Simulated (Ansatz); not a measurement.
**BSiP (singlet): from Hartree-Fock to the top rungs, cc-pVTZ**

The task here is to estimate one member of a computed series from the others.

The runs use Ansatz 0.2.0, Gaussian basis; cc-pVTZ, core rule «outside noble gas», up to 11 orbitals frozen.

The runs, in order: UHF; CCSD(T) on RHF; CCSD(T) on UHF; BCCD(T) on RHF; CCSDT(Q) on RHF; CCSDT(Q) on UHF.

6 further runs of the same task are left out: 6 set aside as unsound or not needed.

### The system

The geometry is a PBE0/def2-TZVP stationary point (not a proven minimum) of the parent state, kept for this charge and spin.

3 atoms, charge 0, spin multiplicity 1.

Atoms are counted from 1 here; the program's logs count them from 0.

Bond lengths: B1–P2 1.813 Å, B1–Si3 2.032 Å, P2–Si3 2.135 Å. Angles: P2–B1–Si3 67.2°, B1–P2–Si3 61.3°, B1–Si3–P2 51.5°.

Geometry (Å):

```xyz
3
charge 0, multiplicity 1
B     0.00000   -1.33696    0.18845
P     0.00000    0.29423    0.97936
Si    0.00000    0.19015   -1.15262
```

The first run:

File in.yaml:

```yaml
crystal:
  periodic: [false, false, false]
  atoms:
    - {symbol: B, position_ang: [0.000000, -1.336957, 0.188448]}
    - {symbol: P, position_ang: [0.000000, 0.294228, 0.979363]}
    - {symbol: Si, position_ang: [0.000000, 0.190151, -1.152618]}
basis:
  gaussian: {orbitals: cc-pVTZ}
magnetization: {spin_polarized: true, initial_magnetization: 0}
hamiltonian: {xc: hf}
output: {orbitals: {seedname: orbitals}}
```

Command:

```bash
> ansatz run in.yaml --threads 1 --pin off --events-out ev --progress --plain --max-ram 4096MiB --backend cpu
```

Among the steps run: UHF; CCSD(T) on RHF; CCSD(T) on UHF; BCCD(T) on RHF; CCSDT(Q) on RHF; CCSDT(Q) on UHF.

One table of the session follows, with a row left open; its other results are not shown here.

It belongs to the step «Misses and costs». 

| method | from RCCSDT(Q) (meV) |
| --- | --- |
| RHF | +10426.3 |
| UHF | +9890.0 |
| RMP2 | +1516.9 |
| UMP2 | +1745.1 |
| RCCSD | ? |
| UCCSD | +869.4 |
| RCCSD(T) | +105.3 |
| UCCSD(T) | +167.9 |
| BCCD(T) | +98.4 |
| RCCSDT | +86.2 |
| UCCSDT | +94.3 |
| RCCSDT(Q) | 0 |
| UCCSDT(Q) | -12.1 |

Q: Estimate the row for RCCSD from the others.

The run gave: from RCCSDT(Q) (meV): +866.8. In the column «from RCCSDT(Q) (meV)» it lies between UCCSD(T) (+167.9) and UCCSD (+869.4).

To keep in mind: The determinant is far from a pure spin state, so its energy mixes those of several spin states (harmless only where they are near-degenerate, as at dissociation). Warnings: restricted reference is unstable; spin contamination; large T1 diagnostic. Restricted and unrestricted rows rest on different reference determinants; where their highest levels disagree by more than a few hundredths of an eV, they describe different states and don't form one ladder.
